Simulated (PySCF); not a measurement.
## The C–H bond energy of CH₄

These are results of B3LYP in PySCF with C def2-TZVP, H def2-TZVP; no relativity; density-fitted integrals, not measurements.

Each entry is the lowest minimum that a search over a few typed start shapes (and spin states, where more than one is plausible) found, or that minimum re-optimised at the stated level; isomers with ligand–ligand bonds, or fragments after loss of a ligand pair, can lie lower.

Total energies (Eh), which compare only within these settings: H atom -0.50218.

```tsv
species	2S+1	group	E (Eh)	ZPE (kJ/mol)
CH₃	2	D3h	-39.85880	78.1
CH₄	1	Td	-40.53759	117.1
```

Question: What are De and D0 for CH₄ → CH₃ + H?

Answer: De = [(-39.85880) + (-0.50218) − (-40.53759)] × 2625.5 = 464 kJ/mol. The zero-point energy changes by -39.1 kJ/mol, so D0 = 425 kJ/mol.

Atoms and open shells are unrestricted, without spin–orbit or basis-set superposition corrections.
